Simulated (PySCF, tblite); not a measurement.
Compound: cyclobutanone, C₄H₆O.
SMILES with atom numbers: `[O:1]=[C:2]1[CH2:3][CH2:4][CH2:5]1` (hydrogens: H6, H7 on C3; H8, H9 on C4; H10, H11 on C5)

Computed with GFN2-xTB (tblite), gas phase: Langevin dynamics at 200 K from the optimised GFN2-xTB geometry, time step 0.5 fs, friction 0.01 fs⁻¹, 2000 steps. Over the second half of the run the saved frames average 191 K.

Frame at 250 fs, instantaneous temperature 202 K:
```
atom  x, y, z in Å
O1      0.463   -2.603   -0.570
C2      0.126   -1.527   -0.199
C3     -1.226   -0.884    0.030
C4     -0.425    0.477    0.242
C5      0.863   -0.222   -0.006
H6     -1.898   -1.043   -0.837
H7     -1.734   -1.315    0.917
H8     -0.624    1.301   -0.477
H9     -0.558    0.944    1.301
H10     1.460    0.050   -0.938
H11     1.570   -0.260    0.781
```

Frame at 425 fs, instantaneous temperature 190 K:
```
atom  x, y, z in Å
O1      0.473   -2.837   -0.726
C2      0.231   -1.796   -0.176
C3     -1.006   -1.113    0.344
C4     -0.159    0.158    0.490
C5      1.123   -0.593    0.077
H6     -1.835   -1.069   -0.341
H7     -1.375   -1.520    1.268
H8     -0.473    0.950   -0.180
H9     -0.019    0.625    1.512
H10     1.728   -0.173   -0.722
H11     1.794   -0.728    0.886
```

Frame at 625 fs, instantaneous temperature 183 K:
```
atom  x, y, z in Å
O1      1.185   -2.993   -0.210
C2      0.694   -1.907   -0.071
C3     -0.722   -1.368    0.025
C4     -0.061    0.032    0.249
C5      1.335   -0.595    0.109
H6     -1.322   -1.435   -0.900
H7     -1.298   -1.718    0.887
H8     -0.278    0.741   -0.544
H9     -0.169    0.528    1.263
H10     1.950   -0.272   -0.773
H11     1.964   -0.592    0.984
```

Frame at 800 fs, instantaneous temperature 155 K:
```
atom  x, y, z in Å
O1      0.854   -2.853   -0.096
C2      0.445   -1.744   -0.220
C3     -0.948   -1.231   -0.383
C4     -0.399    0.179   -0.140
C5      1.009   -0.360   -0.183
H6     -1.278   -1.351   -1.420
H7     -1.712   -1.455    0.271
H8     -0.718    0.960   -0.913
H9     -0.683    0.556    0.791
H10     1.537   -0.123   -1.095
H11     1.751   -0.132    0.607
```

Frame at 1000 fs, instantaneous temperature 235 K:
```
atom  x, y, z in Å
O1      0.281   -2.952   -0.728
C2     -0.017   -1.820   -0.493
C3     -1.251   -0.955   -0.523
C4     -0.368    0.216    0.014
C5      0.905   -0.629   -0.069
H6     -1.737   -0.807   -1.466
H7     -1.992   -1.336    0.245
H8     -0.390    1.176   -0.615
H9     -0.568    0.471    1.005
H10     1.586   -0.299   -0.849
H11     1.509   -0.832    0.832
```

Q: What do single points at PBE0/def2-SVPD (PySCF, gas phase, TDDFT, vertical, frozen core in the response) give on these frames?

A: 
```json
{"t (fs)": "250", "GFN2-xTB E above start (eV)": "0.32", "DFT E above lowest frame (eV)": "0.13", "HOMO (eV)": "-7.19", "LUMO (eV)": "-0.73", "dipole (D)": "3.00", "S1 (eV)": "4.28", "f(S1)": "0.000"}
{"t (fs)": "425", "GFN2-xTB E above start (eV)": "0.15", "DFT E above lowest frame (eV)": "0.03", "HOMO (eV)": "-7.32", "LUMO (eV)": "-0.83", "dipole (D)": "3.19", "S1 (eV)": "4.24", "f(S1)": "0.000"}
{"t (fs)": "625", "GFN2-xTB E above start (eV)": "0.16", "DFT E above lowest frame (eV)": "0.00", "HOMO (eV)": "-7.28", "LUMO (eV)": "-0.83", "dipole (D)": "3.16", "S1 (eV)": "4.24", "f(S1)": "0.000"}
{"t (fs)": "800", "GFN2-xTB E above start (eV)": "0.29", "DFT E above lowest frame (eV)": "0.21", "HOMO (eV)": "-7.29", "LUMO (eV)": "-0.73", "dipole (D)": "3.19", "S1 (eV)": "4.34", "f(S1)": "0.000"}
{"t (fs)": "1000", "GFN2-xTB E above start (eV)": "0.25", "DFT E above lowest frame (eV)": "0.10", "HOMO (eV)": "-7.22", "LUMO (eV)": "-0.81", "dipole (D)": "3.07", "S1 (eV)": "4.21", "f(S1)": "0.000"}
```

The two levels order the frames alike by energy but for pairs within 0.08 eV at one level; measured from each level's lowest frame they differ by 0.07 eV at most. The HOMO–LUMO gap runs from 6.41 to 6.56 eV. These are instantaneous structures, not minima.

What follows is the cost of the whole dynamics run. The run took about 18 s of CPU time (one thread, shared machine).
